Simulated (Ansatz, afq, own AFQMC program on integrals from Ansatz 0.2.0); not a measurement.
N, quartet: AFQMC among the cluster methods

A free N atom.

Basis aug-cc-pVDZ. Noble-gas cores (and the filled d shells of Ga–Kr and In–Xe) are frozen. Integrals, coupled cluster, full CI and functionals: Ansatz 0.2.0; the random walks run on the same integrals in our own AFQMC program. ph-AFQMC/CISD is guided by a CISD state made of CCSD amplitudes; releasing the constraint for a short imaginary time cuts its bias at the price of noise, slowly where states lie close. Free projection: walkers drawn from exp(T), propagated without any constraint. Its projection time is finite, and what remains of the start isn't in its error. ± is one standard error of the sampling.

Determinant: UHF, the one that the program's search chose, which needn't be the lowest solution.

Full CI on the same integrals is exact in this basis and with this determinant's frozen core.

* T1 diagnostic: 0.0078
* weight of the determinant in the CISD state: 0.964
* ⟨S²⟩ of the determinant: 3.757
* size of the correlated space: 5 electrons in 22 orbitals

| level | correlation energy (eV) |
| --- | --- |
| MP2 | -2.0406 |
| CCSD | -2.5177 |
| CCSD(T) | -2.5524 |

Estimate where full CI lies against CCSD(T) on the same integrals.

0.18 kcal/mol below CCSD(T).

Reference: full CI, correlation energy -2.560 eV. The released energy is read at 1.50 1/Eh (meV from the phaseless value at times in 1/Eh: -0.4 ± 0.4 at 0.24, -0.5 ± 0.3 at 0.50, -0.3 ± 0.3 at 1.00, -0.8 ± 0.3 at 1.50).

| level | E − E(reference) (kcal/mol) | share of correlation (%) |
| --- | --- | --- |
| CCSD(T) | 0.18 | 99.69 |
| CCSDT | 0.03 | 99.95 |
| CCSDT(Q) | 0.00 | 99.99 |
| CCSDTQ | 0.00 | 100.00 |
| ph-AFQMC/HF | 0.18 ± 0.20 | 99.69 |
| ph-AFQMC/CISD | 0.02 ± 0.01 | 99.97 |
| released AFQMC | 0.00 ± 0.007 | 100.00 |
| free AFQMC | 0.01 ± 0.01 | 99.98 |

CCSDT and higher add their correlation energy to the determinant of the CCSD(T) run, since their own runs factorise the integrals more tightly (a shift of under 2 meV). Free projections are given only where their last times agree within the noise and don't stop above the reference; a slow remainder of the start can still hide under it. A walk keeps the symmetry of its determinant, which the program's search chose and which needn't be the lowest solution, so a lower state of the same spin and another symmetry isn't excluded. Released energies are given only where the last usable release times agree within the noise; a slower fall can still hide under it.
